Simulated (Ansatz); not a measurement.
# C3H4O2: the cost of one run

Program: Ansatz 0.2.0. Level of theory: the levels named in each step. These are calculated values, not measurements.

## (1) Starting point

Bond lengths: C1–C2 1.337 Å, C2–O3 1.349 Å, C2–C4 1.474 Å, C4–O5 1.209 Å, C1–H6 1.074 Å, C1–H7 1.074 Å, O3–H8 0.975 Å, C4–H9 1.101 Å. Angles: C1–C2–O3 123.5°, C1–C2–C4 122.1°, O3–C2–C4 114.4°, C2–C1–H6 121.2°, C2–C1–H7 120.6°, H6–C1–H7 118.2°, C2–O3–H8 106.9°, C2–C4–O5 121.6°, C2–C4–H9 115.8°, O5–C4–H9 122.6°.

As a file:

```xyz
9

C     1.6260   -0.5554   -0.6659
C     0.4267   -0.3241   -0.1221
O    -0.2920   -1.2660    0.5230
C    -0.2189    0.9993   -0.1840
O    -1.3033    1.1982    0.3119
H     2.0828   -1.5265   -0.6136
H     2.1582    0.2298   -1.1686
H    -1.1174   -0.8398    0.8192
H     0.3477    1.7846   -0.7069
```

## (2) A rough first relaxation, PBE-D4/def2-SVP

This run stands in another session on the same molecule. It ended at:

```xyz
9

C     1.6419   -0.5719   -0.6695
C     0.4238   -0.3484   -0.1136
O    -0.3154   -1.2657    0.5351
C    -0.2183    0.9866   -0.1803
O    -1.3201    1.1574    0.3318
H     2.1277   -1.5568   -0.6264
H     2.1582    0.2545   -1.1774
H    -1.1282   -0.7616    0.8013
H     0.3403    1.8061   -0.7081
```

## (3) Relaxation, PBE0-D4/def2-TZVPP

Input file input.yaml:

```yaml
crystal:
  periodic: [false, false, false]
  atoms:
    - { symbol: C, position_ang: [1.64191518, -0.57193132, -0.66949109] }
    - { symbol: C, position_ang: [0.42377871, -0.34837939, -0.11356241] }
    - { symbol: O, position_ang: [-0.31541462, -1.26565136, 0.53512007] }
    - { symbol: C, position_ang: [-0.21832069, 0.98655294, -0.18034245] }
    - { symbol: O, position_ang: [-1.3200685, 1.15739378, 0.33183762] }
    - { symbol: H, position_ang: [2.1277175, -1.55676982, -0.62642187] }
    - { symbol: H, position_ang: [2.1581621, 0.25446388, -1.17742759] }
    - { symbol: H, position_ang: [-1.12824916, -0.76155397, 0.80126328] }
    - { symbol: H, position_ang: [0.34025949, 1.80610528, -0.70805555] }
basis:
  gaussian: { orbitals: def2-TZVPP }
hamiltonian:
  xc: pbe0
  dispersion: d4
relax:
  f_tol: 0.002
  max_steps: 150
```

The run is started by

```bash
$ ansatz run input.yaml --threads 4 --pin off --max-ram 10240MiB --backend cpu --events-out ev --progress --plain --runs-dir out
```

Q: Estimate wall time and peak memory on 4 threads of Arm Neoverse N1, shared host.

About 32 s, with a peak of 0.46 GiB.
